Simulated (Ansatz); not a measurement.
# NH3+ (doublet): one geometry, many settings at a displaced geometry (v2)

Aim: run NH3+ (doublet) at one geometry under a spread of methods and options, and see what each costs and gives.

Program: Ansatz 0.2.0, Gaussian basis. Level of theory: the settings change from run to run. These are calculated values, not measurements.

8 further runs of the same task are left out: 2 that didn't finish, 6 set aside as unsound or not needed.

**1. The system**

The geometry is a PBE0/def2-TZVP stationary point (not a proven minimum) with its atoms shifted at random (size 0.100 Å).

4 atoms, charge 1, spin multiplicity 2.

Atoms are counted from 1 here; the program's logs count them from 0.

Bond lengths: N1–H2 0.860 Å, N1–H3 1.052 Å, N1–H4 1.097 Å. Angles: H2–N1–H3 124.1°, H2–N1–H4 118.9°, H3–N1–H4 117.0°.

**2. NEVPT2(1,7)/def2-SVP**

File in.yaml:

```yaml
crystal:
  periodic: [false, false, false]
  atoms:
    - {symbol: N, position_ang: [0.015286, 0.005622, -0.002168]}
    - {symbol: H, position_ang: [0.874433, 0.027751, 0.009356]}
    - {symbol: H, position_ang: [-0.596891, 0.861518, -0.001517]}
    - {symbol: H, position_ang: [-0.489957, -0.967398, 0.022291]}
basis:
  gaussian: {orbitals: def2-SVP}
total_charge: 1
magnetization: {spin_polarized: false, initial_magnetization: 1}
correlation: {method: sc_nevpt2, electrons: all, active_space: {window: {electrons: 1, orbitals: 7}}}
scf: {lower_state_search: off}
```

Started as:

```console
$ ansatz run in.yaml --threads 1 --pin off --events-out ev --progress --plain --max-ram 2176MiB
```

What it wrote:

```text
Functional definition: HF
  name "HF"
  cite "Fock, Z. Phys. 61, 126 (1930) doi:10.1007/BF01340294"
  parent pbe
  exchange = exact_x
  correlation = 0
these checks for a lower state are left out or cut short: stability, starts, cluster_reference, orbital_swaps, neighbouring_geometries, increment
297 factors; integrals over basis functions are off by at most 1.5e-3 eV
mean field evaluation 1: about -1516.4793 eV, gradient 2.9e1 eV
mean field evaluation 2: about -1516.4788 eV, gradient 2.9e1 eV
mean field evaluation 4: about -1518.2822 eV, gradient 1.5e0 eV
mean field evaluation 8: about -1518.2906 eV, gradient 9.8e-5 eV
mean field -1518.29058778 eV, -55.7961499666 hartree, gradient 1.4e-6 eV, S^2 0.750000; 0 other end points of the search recorded, 0 dependent functions left out
reference -1518.29058778 eV, -55.7961499666 hartree; 5, 4 occupied and 24, 25 virtual orbitals, 297 factors
state -1518.29058778 eV, -55.7961499666 hartree
state -1518.29058778 eV, -55.7961499666 hartree; corrected -1522.29051726 eV, -55.9431446639 hartree
WARN: 6 active orbitals are nearly empty or full. The corrections depend on them more than the energy does, and are more stable in an active space without them
Total energy: -1522.29051726 eV, -55.9431446639 hartree
Checks for a lower state left out: stability, starts, cluster_reference, orbital_swaps, neighbouring_geometries, increment
```

It took 0.15 s on 1 thread of AMD EPYC 9R45, shared host.

From the report: 7 determinants; active occupations 1.00, 0.00, 0.00, 0.00, 0.00, 0.00, 0.00. The report marks this result as in doubt.

**3. CCSD/aug-cc-pVDZ**

File in.yaml:

```yaml
crystal:
  periodic: [false, false, false]
  atoms:
    - {symbol: N, position_ang: [0.015286, 0.005622, -0.002168]}
    - {symbol: H, position_ang: [0.874433, 0.027751, 0.009356]}
    - {symbol: H, position_ang: [-0.596891, 0.861518, -0.001517]}
    - {symbol: H, position_ang: [-0.489957, -0.967398, 0.022291]}
basis:
  gaussian: {orbitals: aug-cc-pVDZ}
total_charge: 1
magnetization: {spin_polarized: false, initial_magnetization: 1}
hamiltonian: {xc: {name: PBE}}
correlation: {method: ccsd, electrons: outside_noble_gas, diis_vectors: 12}
accuracy: high
scf: {lower_state_search: light}
output: {forces: true}
```

Launched as before.

What it wrote, cut to the lines that bear on the results:

```text
Functional definition: PBE
  name "PBE"
  cite "Perdew, Burke & Ernzerhof, Phys. Rev. Lett. 77, 3865 (1996) doi:10.1103/PhysRevLett.77.3865"
  parent pbe
[...]
945 factors; integrals over basis functions are off by at most 3.4e-9 eV
[...]
mean field -1526.05118134 eV, -56.0813465197 hartree, gradient 2.8e-8 eV, S^2 0.750000; 0 other end points of the search recorded, 0 dependent functions left out
1 core orbitals not correlated: weight in the atoms' cores, before any rotation towards them, 1.000 or more for the frozen orbitals, at most 0.000 for the correlated occupied ones
reference -1519.57678186 eV, -55.8434167270 hartree; 4, 3 occupied and 45, 46 virtual orbitals, 945 factors
second order -4.06877326 eV of doubles, -0.17671226 eV of singles
cycle   1  -4.62137244 eV  change   -3.8e-1 eV  update   3.3e-2
[...]
cycle  21  -4.75095151 eV  change  -1.2e-11 eV  update  5.9e-10
[...]
Total energy: -1524.32773336 eV, -56.0180109747 hartree
Atom 0 at     0.015286     0.005622    -0.002168 Å, force   -14.602647    -1.993689    -0.021274 eV/Å
Atom 1 at     0.874433     0.027751     0.009356 Å, force    12.760823     0.601814     0.133019 eV/Å
Atom 2 at    -0.596891     0.861518    -0.001517 Å, force     0.760189    -0.624321    -0.030527 eV/Å
Atom 3 at    -0.489957    -0.967398     0.022291 Å, force     1.081636     2.016196    -0.081219 eV/Å
Dipole moment:    -0.076185    -0.022473     0.007629 e Å
```

Run time: 5.5 s. Hardware: 1 thread of AMD EPYC 9R45, shared host; peak memory 0.3 GiB.

From the report: correlation -4.7510 eV; T1 0.016; largest double amplitude 0.02. The orbitals are Kohn-Sham ones, so correlation energy and T1 don't compare with those on Hartree-Fock orbitals.

**4. CCSD on UHF/6-31G**

File in.yaml:

```yaml
crystal:
  periodic: [false, false, false]
  atoms:
    - {symbol: N, position_ang: [0.015286, 0.005622, -0.002168]}
    - {symbol: H, position_ang: [0.874433, 0.027751, 0.009356]}
    - {symbol: H, position_ang: [-0.596891, 0.861518, -0.001517]}
    - {symbol: H, position_ang: [-0.489957, -0.967398, 0.022291]}
basis:
  gaussian: {orbitals: 6-31G}
total_charge: 1
magnetization: {spin_polarized: true, initial_magnetization: 1}
correlation: {method: ccsd, electrons: valence}
```

Same command.

What it wrote, cut to the lines that bear on the results:

```text
Functional definition: HF
  name "HF"
  cite "Fock, Z. Phys. 61, 126 (1930) doi:10.1007/BF01340294"
  parent pbe
[...]
228 factors; integrals over basis functions are off by at most 3.1e-4 eV
[...]
mean field -1519.05558702 eV, -55.8242631701 hartree, gradient 7.7e-7 eV, S^2 0.760278; 0 other end points of the search recorded, 0 dependent functions left out
1 core orbitals not correlated: weight in the atoms' cores, before any rotation towards them, 1.000 or more for the frozen orbitals, at most 0.000 for the correlated occupied ones
reference -1519.05558702 eV, -55.8242631701 hartree; 4, 3 occupied and 10, 11 virtual orbitals, 228 factors
second order -2.30613512 eV of doubles, -0.00000000 eV of singles
cycle   1  -2.59812246 eV  change   -2.9e-1 eV  update   3.5e-2
[...]
cycle   9  -2.75000809 eV  change    5.3e-7 eV  update   3.8e-6
Total energy: -1521.80559511 eV, -55.9253241033 hartree
```

Wall time 0.12 s (1 thread of AMD EPYC 9R45, shared host).

From the report: ⟨S²⟩ of the determinant 0.760 (pure doublet: 0.75); correlation -2.7500 eV; T1 0.007; largest double amplitude 0.04.

**5. HF/6-31G**

Edit in.yaml of step 4 so:

```diff
@@ -11,2 +11,5 @@
 magnetization: {spin_polarized: true, initial_magnetization: 1}
-correlation: {method: ccsd, electrons: valence}
+hamiltonian: {xc: hf}
+accuracy: high
+scf: {lower_state_search: off}
+output: {forces: true, orbitals: {seedname: orbitals}}
```

Launched as before.

What it wrote, cut to the lines that bear on the results:

```text
Functional definition: HF
  name "HF"
  cite "Fock, Z. Phys. 61, 126 (1930) doi:10.1007/BF01340294"
  parent pbe
[...]
347 factors; integrals over basis functions are off by at most 3.1e-9 eV
[...]
mean field -1519.05548385 eV, -55.8242593789 hartree, gradient 2.2e-8 eV, S^2 0.760278; 0 other end points of the search recorded, 0 dependent functions left out
[...]
reference -1519.05548385 eV, -55.8242593789 hartree; 5, 4 occupied and 10, 11 virtual orbitals, 347 factors
Total energy: -1519.05548385 eV, -55.8242593789 hartree
Atom 0 at     0.015286     0.005622    -0.002168 Å, force   -14.669008    -2.054565     0.031002 eV/Å
Atom 1 at     0.874433     0.027751     0.009356 Å, force    11.916338     0.620824     0.112996 eV/Å
Atom 2 at    -0.596891     0.861518    -0.001517 Å, force     1.292310    -1.307613    -0.037869 eV/Å
Atom 3 at    -0.489957    -0.967398     0.022291 Å, force     1.460361     2.741354    -0.106129 eV/Å
Dipole moment:    -0.090894    -0.028390     0.010196 e Å
Checks for a lower state left out: stability, starts, cluster_reference, orbital_swaps, neighbouring_geometries, increment
```

Run time: 0.12 s. Hardware: 1 thread of AMD EPYC 9R45, shared host.

From the report: ⟨S²⟩ of the determinant 0.760 (pure doublet: 0.75).

**6. CCSD(T) on UHF/6-31G**

Edit in.yaml of step 5 so:

```diff
@@ -11,5 +11,3 @@
 magnetization: {spin_polarized: true, initial_magnetization: 1}
-hamiltonian: {xc: hf}
-accuracy: high
-scf: {lower_state_search: off}
-output: {forces: true, orbitals: {seedname: orbitals}}
+correlation: {method: ccsd_t, electrons: outside_noble_gas}
+scf: {lower_state_search: full}
```

Launched as before.

What it wrote, cut to the lines that bear on the results:

```text
Functional definition: HF
  name "HF"
  cite "Fock, Z. Phys. 61, 126 (1930) doi:10.1007/BF01340294"
  parent pbe
[...]
228 factors; integrals over basis functions are off by at most 3.1e-4 eV
[...]
mean field -1519.05558702 eV, -55.8242631701 hartree, gradient 7.7e-7 eV, S^2 0.760278; 3 other end points of the search recorded, 0 dependent functions left out
1 core orbitals not correlated: weight in the atoms' cores, before any rotation towards them, 1.000 or more for the frozen orbitals, at most 0.000 for the correlated occupied ones
reference -1519.05558702 eV, -55.8242631701 hartree; 4, 3 occupied and 10, 11 virtual orbitals, 228 factors
second order -2.30613512 eV of doubles, -0.00000000 eV of singles
cycle   1  -2.59812246 eV  change   -2.9e-1 eV  update   3.5e-2
[...]
cycle   9  -2.75000809 eV  change    5.3e-7 eV  update   3.8e-6
perturbative correction -0.02190201 eV, -0.0008048841 hartree
Total energy: -1521.82749712 eV, -55.9261289874 hartree
```

Wall time 0.15 s (1 thread of AMD EPYC 9R45, shared host).

From the report: ⟨S²⟩ of the determinant 0.760 (pure doublet: 0.75); correlation -2.7719 eV; T1 0.007; largest double amplitude 0.04.

**7. CCSDT(Q)/6-31G**

Edit in.yaml of step 6 so:

```diff
@@ -10,4 +10,5 @@
 total_charge: 1
-magnetization: {spin_polarized: true, initial_magnetization: 1}
-correlation: {method: ccsd_t, electrons: outside_noble_gas}
-scf: {lower_state_search: full}
+magnetization: {spin_polarized: false, initial_magnetization: 1}
+hamiltonian: {xc: {name: B3LYP}}
+correlation: {method: ccsdt_q, electrons: valence}
+accuracy: high
```

The command is unchanged.

What it wrote, cut to the lines that bear on the results:

```text
Functional definition: B3LYP
  name "B3LYP"
  cite "Stephens, Devlin, Chabalowski & Frisch, J. Phys. Chem. 98, 11623 (1994) doi:10.1021/j100096a001"
  cite "Becke, Phys. Rev. A 38, 3098 (1988) doi:10.1103/PhysRevA.38.3098"
  cite "Lee, Yang & Parr, Phys. Rev. B 37, 785 (1988) doi:10.1103/PhysRevB.37.785"
  cite "Vosko, Wilk & Nusair, Can. J. Phys. 58, 1200 (1980) doi:10.1139/p80-159"
[...]
347 factors; integrals over basis functions are off by at most 3.1e-9 eV
[...]
mean field -1527.62594937 eV, -56.1392181773 hartree, gradient 9.5e-9 eV, S^2 0.750000; 0 other end points of the search recorded, 0 dependent functions left out
1 core orbitals not correlated: weight in the atoms' cores, before any rotation towards them, 1.000 or more for the frozen orbitals, at most 0.000 for the correlated occupied ones
reference -1518.92142650 eV, -55.8193328621 hartree; 4, 3 occupied and 10, 11 virtual orbitals, 347 factors
second order -2.35113211 eV of doubles, -0.07327199 eV of singles
cycle   1  -2.72294519 eV  change   -3.0e-1 eV  update   3.7e-2
[...]
cycle  21  -2.89767752 eV  change   3.1e-10 eV  update  5.8e-10
perturbative correction -0.00390039 eV, -0.0001433366 hartree
Total energy: -1521.82300441 eV, -55.9259638835 hartree
```

Wall time 0.87 s (1 thread of AMD EPYC 9R45, shared host).

From the report: correlation -2.9016 eV; T1 0.015; largest double amplitude 0.04. The orbitals are Kohn-Sham ones, so correlation energy and T1 don't compare with those on Hartree-Fock orbitals.

**8. BCCD on ROHF/6-31++G****

Edit in.yaml of step 7 so:

```diff
@@ -8,7 +8,7 @@
 basis:
-  gaussian: {orbitals: 6-31G}
+  gaussian: {orbitals: "6-31++G**"}
 total_charge: 1
 magnetization: {spin_polarized: false, initial_magnetization: 1}
-hamiltonian: {xc: {name: B3LYP}}
-correlation: {method: ccsdt_q, electrons: valence}
-accuracy: high
+hamiltonian: {pseudopotentials: {relativity: scalar}}
+correlation: {method: bccd, electrons: outside_noble_gas}
+output: {forces: true}
```

The command is unchanged.

What it wrote, cut to the lines that bear on the results:

```text
Functional definition: HF
  name "HF"
  cite "Fock, Z. Phys. 61, 126 (1930) doi:10.1007/BF01340294"
  parent pbe
[...]
346 factors; integrals over basis functions are off by at most 1.3e-3 eV
[...]
mean field -1520.36540764 eV, -55.8723981901 hartree, gradient 6.2e-7 eV, S^2 0.750000; 0 other end points of the search recorded, 0 dependent functions left out
1 core orbitals not correlated: weight in the atoms' cores, before any rotation towards them, 1.000 or more for the frozen orbitals, at most 0.000 for the correlated occupied ones
reference -1520.36540764 eV, -55.8723981901 hartree; 4, 3 occupied and 32, 33 virtual orbitals, 346 factors
second order -3.95996318 eV of doubles, -0.08030511 eV of singles
cycle   1  -4.45488535 eV  change   -4.1e-1 eV  update   3.4e-2
[...]
cycle  10  -4.58162614 eV  change   -3.4e-7 eV  update   1.1e-6
[...]
Total energy: -1524.94703378 eV, -56.0407698454 hartree
Relativity: scalar
Atom 0 at     0.015286     0.005622    -0.002168 Å, force   -14.665004    -2.021906    -0.013309 eV/Å
Atom 1 at     0.874433     0.027751     0.009356 Å, force    12.526698     0.605134     0.130502 eV/Å
Atom 2 at    -0.596891     0.861518    -0.001517 Å, force     0.927363    -0.828305    -0.030385 eV/Å
Atom 3 at    -0.489957    -0.967398     0.022291 Å, force     1.210943     2.245078    -0.086808 eV/Å
Dipole moment:    -0.080981    -0.023865     0.008469 e Å
```

Wall time 0.84 s (1 thread of AMD EPYC 9R45, shared host).

From the report: correlation -4.5816 eV; largest double amplitude 0.03.

**9. CCSDT on ROHF/6-31G**

Edit in.yaml of step 8 so:

```diff
@@ -8,7 +8,6 @@
 basis:
-  gaussian: {orbitals: "6-31++G**"}
+  gaussian: {orbitals: 6-31G}
 total_charge: 1
 magnetization: {spin_polarized: false, initial_magnetization: 1}
-hamiltonian: {pseudopotentials: {relativity: scalar}}
-correlation: {method: bccd, electrons: outside_noble_gas}
+correlation: {method: ccsdt, electrons: outside_noble_gas}
 output: {forces: true}
```

The command is unchanged.

What it wrote, cut to the lines that bear on the results:

```text
Functional definition: HF
  name "HF"
  cite "Fock, Z. Phys. 61, 126 (1930) doi:10.1007/BF01340294"
  parent pbe
[...]
335 factors; integrals over basis functions are off by at most 2.3e-7 eV
[...]
mean field -1518.96817017 eV, -55.8210506601 hartree, gradient 2.4e-6 eV, S^2 0.750000; 0 other end points of the search recorded, 0 dependent functions left out
[...]
1 core orbitals not correlated: weight in the atoms' cores, before any rotation towards them, 1.000 or more for the frozen orbitals, at most 0.000 for the correlated occupied ones
reference -1518.96817017 eV, -55.8210506601 hartree; 4, 3 occupied and 10, 11 virtual orbitals, 335 factors
second order -2.32878827 eV of doubles, -0.04112106 eV of singles
cycle   1  -2.67975371 eV  change   -3.1e-1 eV  update   3.9e-2
[...]
cycle  12  -2.86292436 eV  change    3.4e-7 eV  update   4.3e-7
[...]
Total energy: -1521.83109453 eV, -55.9262611897 hartree
Atom 0 at     0.015286     0.005622    -0.002168 Å, force   -14.616738    -1.981726    -0.003948 eV/Å
Atom 1 at     0.874433     0.027751     0.009356 Å, force    12.829837     0.624708     0.125926 eV/Å
Atom 2 at    -0.596891     0.861518    -0.001517 Å, force     0.751086    -0.634060    -0.036080 eV/Å
Atom 3 at    -0.489957    -0.967398     0.022291 Å, force     1.035815     1.991078    -0.085898 eV/Å
Dipole moment:    -0.077578    -0.024070     0.009612 e Å
```

Run time: 0.9 s. Hardware: 1 thread of AMD EPYC 9R45, shared host.

From the report: correlation -2.8629 eV; T1 0.015; largest double amplitude 0.04.

**10. BCCD(T) on UHF/6-31G**

Edit in.yaml of step 9 so:

```diff
@@ -10,4 +10,5 @@
 total_charge: 1
-magnetization: {spin_polarized: false, initial_magnetization: 1}
-correlation: {method: ccsdt, electrons: outside_noble_gas}
-output: {forces: true}
+magnetization: {spin_polarized: true, initial_magnetization: 1}
+hamiltonian: {pseudopotentials: {relativity: scalar}}
+correlation: {method: bccd_t, electrons: valence}
+scf: {lower_state_search: light}
```

The command is unchanged.

What it wrote, cut to the lines that bear on the results:

```text
Functional definition: HF
  name "HF"
  cite "Fock, Z. Phys. 61, 126 (1930) doi:10.1007/BF01340294"
  parent pbe
[...]
228 factors; integrals over basis functions are off by at most 3.1e-4 eV
[...]
mean field -1519.80309537 eV, -55.8517335954 hartree, gradient 7.7e-7 eV, S^2 0.760277; 0 other end points of the search recorded, 0 dependent functions left out
1 core orbitals not correlated: weight in the atoms' cores, before any rotation towards them, 1.000 or more for the frozen orbitals, at most 0.000 for the correlated occupied ones
reference -1519.80309537 eV, -55.8517335954 hartree; 4, 3 occupied and 10, 11 virtual orbitals, 228 factors
second order -2.30611267 eV of doubles, -0.00000000 eV of singles
cycle   1  -2.60143945 eV  change   -3.0e-1 eV  update   3.5e-2
[...]
cycle   9  -2.74884149 eV  change   -2.2e-6 eV  update   4.4e-6
perturbative correction -0.02303686 eV, -0.0008465888 hartree
Total energy: -1522.57497372 eV, -55.9535982457 hartree
Relativity: scalar
```

Wall time 0.15 s (1 thread of AMD EPYC 9R45, shared host).

From the report: ⟨S²⟩ of the determinant 0.760 (pure doublet: 0.75); correlation -2.7719 eV; largest double amplitude 0.04.

**11. The runs in one table**

Where basis and cores are those of an earlier FCI/6-31G run (-1521.8353 eV), and the state is the same kind, the miss against it is given. † marks a result that the program doubts.

```csv
level,correlated,functions,energy (eV),from FCI (meV),time
"NEVPT2(1,7)/def2-SVP †",all,29,-1522.2905,,0.15 s
CCSD/aug-cc-pVDZ (on PBE orbitals),outside noble gas,50,-1524.3277,,5.5 s
CCSD on UHF/6-31G,valence,15,-1521.8056,29.7,0.12 s
HF/6-31G,,15,-1519.0555,2779.8,0.12 s
CCSD(T) on UHF/6-31G,outside noble gas,15,-1521.8275,7.8,0.15 s
CCSDT(Q)/6-31G (on B3LYP orbitals),valence,15,-1521.8230,12.3,0.87 s
BCCD on ROHF/6-31++G** (relativity set),outside noble gas,37,-1524.9470,,0.84 s
CCSDT on ROHF/6-31G,outside noble gas,15,-1521.8311,4.2,0.9 s
BCCD(T) on UHF/6-31G (relativity set),valence,15,-1522.5750,,0.15 s
```

**12. What came out**

| quantity | value |
| --- | --- |
| runs | 9 |
| quickest | CCSD on UHF/6-31G, 0.12 s |
| slowest | CCSD/aug-cc-pVDZ (on PBE orbitals), 5.5 s |

What this shows: Total energies in different bases, with other cores or another treatment of relativity can't be set against each other. CCSD/aug-cc-pVDZ (on PBE orbitals) took 46 times as long as CCSD on UHF/6-31G; the jobs differ in more than the method. Among the correlated runs with a miss given, it spans +4 to +30 meV. Hartree-Fock, CASSCF and CASCI lack dynamic correlation by design. Cores frozen from Kohn-Sham orbitals shift the total energy.
